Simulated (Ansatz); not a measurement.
Two shapes of singlet C₂H₆.

Shape 1:

```xyz
8

C     0.0000    0.0000   -0.6988
C     0.0000    0.0000    0.6988
H     0.0000   -0.9420   -1.0719
H    -0.8158    0.4710   -1.0719
H     0.8158    0.4710   -1.0719
H     0.0000    0.9420    1.0719
H    -0.8158   -0.4710    1.0719
H     0.8158   -0.4710    1.0719
```

Shape 2:

```xyz
8

C     0.0000    0.0000   -0.8203
C     0.0000    0.0000    0.8203
H     0.0000   -1.1059   -1.2583
H    -0.9577    0.5529   -1.2583
H     0.9577    0.5529   -1.2583
H     0.0000    1.1059    1.2583
H    -0.9577   -0.5529    1.2583
H     0.9577   -0.5529    1.2583
```

Basis set: def2-TZVP (spherical functions). Frozen core: 2 orbitals. Charge 0, multiplicity 1.

Computed with Ansatz (development build ahead of 0.2.0); each method stands on the lowest determinant of its kind that the runs found.

(1) Which shape is lower in energy, and by how much in each method?

Results:

(1)

```csv
method,E(2) − E(1) (eV)
RHF,0.239
RHF-MP2,0.003
```

Shape 1 is lower. Caution: no unrestricted run beside it, a lower state can exist.
